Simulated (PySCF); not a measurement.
# How far each method lies from RCCSDT for AsH3, triplet

Geometry: that of the AsH3, singlet, kept fixed. The singlet lies 6.2 eV lower here.

```xyz
4

As    0.0002    0.0000   -0.0329
H     1.2593    0.0140    0.8215
H    -0.6489    1.0868    0.8116
H    -0.6239   -1.1021    0.8106
```

Basis 6-31G (Cartesian d functions); PySCF 2.14.0. Correlated methods freeze the noble-gas cores and the filled d shells of p-block atoms, which leaves 8 electrons in 21 orbitals. Prefix R: restricted or restricted open-shell reference. No spin–orbit coupling is included, and no scalar relativity.

Full CI isn't at hand for all of this; RCCSDT serves as the reference. It lacks quadruple excitations.

* UHF ⟨S²⟩: 2.013
* ⟨S²⟩ of the determinant under UCCSD: 2.013
* T1 diagnostic (ROHF- or RHF-based CCSD): 0.0179
* largest doubles amplitude (ROHF- or RHF-based CCSD): 0.098

Q: From what is known of these methods and the diagnostics, rank them by the size of their error in total energy against RCCSDT in 6-31G, smallest first (an estimate: the text doesn't fix the numbers).
A. RMP2
B. RHF
C. RCCSD
D. RCCSD(T)

A: D (1.5 kJ/mol), C (5.0 kJ/mol), A (65.9 kJ/mol), B (213.7 kJ/mol).

All errors are against RCCSDT in 6-31G. Within each family the higher level lies nearer, as is usual though not guaranteed.
